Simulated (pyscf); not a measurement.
Optimised with ωB97X-D3(BJ)/def2-SVP in PySCF.

Question: For the elementary gas-phase step H₃C–Si(Cl)(Cl)–Cl + CH₃• → H₃C–CH₃ + Cl–Si•(Cl)–Cl (doublet surface; C–Si broken, C–C formed), what barrier and reaction energy does ωB97M-D3(BJ)/def2-TZVP give, measured from the separated reactants?

Answer: ΔE‡ = 169.7 kJ/mol, ΔE = +3.9 kJ/mol. Zero-point energy shifts the barrier by +11.9 kJ/mol. It is a substitution at C, with an imaginary mode of 1116i cm⁻¹. This is the saddle that the search found; another between the same sides may lie lower. The angle at the attacked C is 180°.
